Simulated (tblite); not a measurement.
C6H11 (charge +1).
SMILES with atom numbers: `[CH3:1][C+:2]([CH3:3])[CH:4]1[CH2:5][CH2:6]1` (hydrogens: H7, H8, H9 on C1; H10, H11, H12 on C3; H13 on C4; H14, H15 on C5; H16, H17 on C6)

Computed with GFN2-xTB (tblite), gas phase: Langevin dynamics at 200 K from the optimised GFN2-xTB geometry, time step 0.5 fs, friction 0.01 fs⁻¹, 2000 steps. The instantaneous temperature is 2·E(kin)/(3Nk) with all 3N coordinates.

```csv
t (fs),T (K),E(pot) above start (eV),C1–C2 (Å),C2–C3 (Å),C2–C4 (Å),C4–C5 (Å),C5–C6 (Å),C1–H7 (Å),C1–C2–C4–C5 (°)
0,173,0.000,1.462,1.464,1.406,1.556,1.453,1.091,-35
25,103,0.316,1.451,1.499,1.421,1.535,1.454,1.145,-29
50,184,0.252,1.445,1.480,1.400,1.566,1.438,1.117,-26
75,163,0.273,1.444,1.486,1.404,1.514,1.434,1.072,-17
100,110,0.402,1.461,1.470,1.413,1.602,1.442,1.104,-28
125,202,0.431,1.465,1.472,1.388,1.515,1.469,1.115,-21
150,224,0.391,1.460,1.463,1.375,1.595,1.469,1.094,-26
175,300,0.423,1.450,1.480,1.381,1.635,1.460,1.085,-33
200,245,0.471,1.456,1.462,1.403,1.547,1.479,1.090,-41
225,264,0.364,1.495,1.461,1.428,1.581,1.464,1.090,-45
250,239,0.403,1.454,1.446,1.405,1.562,1.451,1.111,-29
275,221,0.480,1.445,1.475,1.430,1.570,1.482,1.097,-27
300,180,0.495,1.480,1.489,1.415,1.517,1.515,1.062,-33
325,236,0.473,1.459,1.459,1.412,1.546,1.454,1.093,-25
350,156,0.481,1.465,1.472,1.440,1.618,1.443,1.093,-24
375,212,0.410,1.461,1.494,1.419,1.489,1.479,1.089,-26
400,188,0.427,1.475,1.512,1.373,1.581,1.461,1.079,-22
425,211,0.315,1.461,1.457,1.356,1.520,1.458,1.110,-27
450,163,0.326,1.479,1.441,1.405,1.612,1.478,1.102,-41
475,168,0.257,1.511,1.468,1.402,1.547,1.478,1.104,-52
500,211,0.293,1.495,1.444,1.393,1.560,1.446,1.078,-39
525,233,0.288,1.450,1.460,1.413,1.587,1.442,1.069,-33
550,199,0.476,1.459,1.503,1.425,1.490,1.476,1.108,-25
575,217,0.487,1.472,1.481,1.426,1.589,1.452,1.084,-6
600,197,0.514,1.471,1.449,1.441,1.533,1.435,1.050,-14
625,262,0.457,1.420,1.449,1.466,1.546,1.464,1.119,-15
650,208,0.474,1.450,1.484,1.434,1.519,1.473,1.122,-5
675,204,0.380,1.480,1.490,1.434,1.529,1.445,1.059,-27
700,178,0.379,1.455,1.427,1.424,1.614,1.449,1.081,-33
725,207,0.319,1.467,1.457,1.423,1.543,1.478,1.160,-37
750,213,0.400,1.476,1.497,1.411,1.546,1.465,1.117,-43
775,229,0.340,1.491,1.478,1.405,1.580,1.436,1.068,-36
800,247,0.333,1.453,1.435,1.398,1.549,1.462,1.104,-42
825,233,0.400,1.538,1.474,1.382,1.579,1.458,1.119,-36
850,200,0.516,1.533,1.492,1.376,1.527,1.456,1.118,-36
875,306,0.329,1.467,1.440,1.389,1.571,1.419,1.087,-34
900,279,0.349,1.468,1.440,1.424,1.556,1.422,1.048,-29
925,203,0.341,1.451,1.468,1.392,1.531,1.467,1.088,-37
950,188,0.419,1.486,1.493,1.408,1.598,1.443,1.150,-29
975,242,0.359,1.444,1.465,1.394,1.514,1.465,1.108,-22
1000,179,0.608,1.473,1.470,1.408,1.638,1.448,1.048,-17
```

**Question.** From 500 fs on, how do temperature and potential energy compare with equipartition?

**Answer.** The mean temperature of these 21 frames is 221 K against the target 200 K, and the mean potential energy 0.40 eV against 45 × kT/2 = 0.39 eV for 45 classical harmonic modes. For 17 atoms in a canonical ensemble the temperature itself scatters by T·√(2/(3N)) = 40 K; here its standard deviation is 32 K. The whole run lasts only 10 friction times of 100 fs, so these averages carry a wide statistical error.

**Question.** What are the kinetic and total energies of the listed frame with the highest potential energy?

**Answer.** The one at 1000 fs, 0.608 eV above the start. Its kinetic energy is 3NkT/2 = 0.393 eV at 179 K, so the sum is 1.00 eV; over the listed frames the sum runs from 0.38 to 1.08 eV, since the thermostat adds and removes energy.

**Question.** How much do the listed bonds fluctuate from 500 fs on?

**Answer.** 
```csv
bond,at the start (Å),mean (Å),standard deviation (Å)
C1–C2,1.462,1.471,0.027
C2–C3,1.464,1.467,0.022
C2–C4,1.406,1.413,0.021
C4–C5,1.556,1.557,0.035
C5–C6,1.453,1.452,0.016
C1–H7,1.091,1.095,0.031
```

The motion is classical and holds no zero-point motion.

The cost below is that of the whole dynamics run. On an Intel Xeon at 2.50 GHz with one thread, no GPU, shared host with 64 logical CPUs at a one-minute load of 55, this took 28 s wall and 0.18 GiB of memory at its peak.
